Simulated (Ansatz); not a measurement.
# H6N3P: rigid scan of one bond length from a Python script

Aim: a rigid scan of one bond length, for H6N3P, run from a script. SMILES: NP(N)N.

Program: the Python package of Ansatz 0.2.0. Level of theory: MP2/6-31G*. These are calculated values, not measurements.

**1. The system**

Bond lengths: N1–P2 1.609 Å, P2–N3 1.666 Å, P2–N4 1.688 Å, N1–H5 1.068 Å, N1–H6 1.049 Å, N3–H7 1.078 Å, N3–H8 0.987 Å, N4–H9 1.099 Å, N4–H10 0.998 Å. Angles: N1–P2–N3 98.5°, N1–P2–N4 106.0°, N3–P2–N4 101.3°, P2–N1–H5 114.1°, P2–N1–H6 113.2°, H5–N1–H6 101.8°, P2–N3–H7 107.5°, P2–N3–H8 109.4°, H7–N3–H8 102.7°, P2–N4–H9 108.2°, P2–N4–H10 112.8°, H9–N4–H10 103.2°.

Input file h6n3p.xyz:

```xyz
10

N    -0.91300   -0.08130   -1.10230
P     0.56910   -0.24020   -0.49660
N     0.22280   -1.32350    0.72130
N     0.86440    1.16700    0.38780
H    -1.03470    0.76710   -1.73920
H    -1.64200    0.09510   -0.36950
H     1.13050   -1.48350    1.27990
H     0.04930   -2.21290    0.33000
H     0.07810    1.26470    1.14870
H     0.75850    1.99640   -0.15720
```

**2. The script**

h6n3p_scan.py

```python
'''Stretching a bond of H6N3P, the rest held rigid.'''

import warnings

import ansatz as az
import matplotlib.pyplot as plt
import numpy as np

BASIS_SET = '6-31G*'
LEVEL = 'mp2'

warnings.simplefilter('ignore', az.DeckWarning)

system = az.Crystal.molecule_from_extxyz('h6n3p.xyz')

symbols = [site.symbol for site in system.cartesian_sites]
start = np.array([site.position_ang for site in system.cartesian_sites])
axis = (start[6] - start[2]) / np.linalg.norm(start[6] - start[2])
moving = [6]
lengths, energies = [0.948, 0.992, 1.035, 1.078, 1.121, 1.164, 1.207, 1.272], []
for length in lengths:
    xyz = start.copy()
    xyz[moving] += (length - np.linalg.norm(start[6] - start[2])) * axis
    point = az.Crystal.molecule()
    for symbol, place in zip(symbols, xyz):
        point = point.atom(symbol, place.tolist())
    setup = point.calculation()
    setup = setup.basis(gaussian=BASIS_SET)
    setup = setup.correlation(LEVEL)
    data = setup.run(threads=1, pin='off').report
    energies.append(data['free_energy_ev'])
    print(f'r = {length:6.3f} A  E = {energies[-1]:.5f} eV  <S^2> = {abs(data["mean_field"]["state"]["spin_squared"]):.3f}')

# quartic fit about the minimum
fit = np.polynomial.Polynomial.fit(lengths, np.array(energies) - min(energies), 4).convert()
roots = [r.real for r in fit.deriv().roots() if abs(r.imag) < 1e-9 and fit.deriv(2)(r.real) > 0]
r_e = min(roots, key=lambda r: abs(r - lengths[int(np.argmin(energies))]))
print(f'minimum of the fit at {r_e:.4f} A, force constant {fit.deriv(2)(r_e):.2f} eV/A^2')
plt.figure(figsize=(4.5, 3))
plt.plot(lengths, np.array(energies) - min(energies), 'o-')
plt.xlabel('bond length (A)')
plt.ylabel('E - E(min) (eV)')
plt.tight_layout()
plt.savefig('scan.png', dpi=100)
```

**3. The input behind the calls**

The package turns the script's settings into the engine's input (first run):

```yaml
crystal:
  periodic: [false, false, false]
  atoms:
    - { symbol: "N", position_ang: [-0.913, -0.0813, -1.1023] }
    - { symbol: P, position_ang: [0.5691, -0.2402, -0.4966] }
    - { symbol: "N", position_ang: [0.2228, -1.3235, 0.7213] }
    - { symbol: "N", position_ang: [0.8644, 1.167, 0.3878] }
    - { symbol: H, position_ang: [-1.0347, 0.7671, -1.7392] }
    - { symbol: H, position_ang: [-1.642, 0.0951, -0.3695] }
    - { symbol: H, position_ang: [1.0212194546702034, -1.4642371518643083, 1.212648581446266] }
    - { symbol: H, position_ang: [0.0493, -2.2129, 0.33] }
    - { symbol: H, position_ang: [0.0781, 1.2647, 1.1487] }
    - { symbol: H, position_ang: [0.7585, 1.9964, -0.1572] }
basis:
  gaussian:
    orbitals: "6-31G*"
correlation:
  method: mp2
```

**4. The run**

Started as:

```console
$ python h6n3p_scan.py
```

**Question.** What results will this script give? Wanted: range of energy; lowest point, distance.

As calculated:

| quantity | value |
| --- | --- |
| bond length at the fit's minimum | 1.0225 Å |
| runs compared | 8 |
| range of energy | 0.828 eV |
| lowest point, distance (Å) | 1.03 |

The curve has its lowest point inside the range, at 1.03. The ends stand 0.138 and 0.828 eV above it. The distance scanned is the script's pair 2, 6. Reading the output:
- The rest of the molecule is held rigid at a force-field or estimated start geometry, and the basis set is modest; single-reference methods fail as a bond breaks.
- The orbitals are restricted, so S² is zero by construction.
- S² is that of the Hartree-Fock reference.
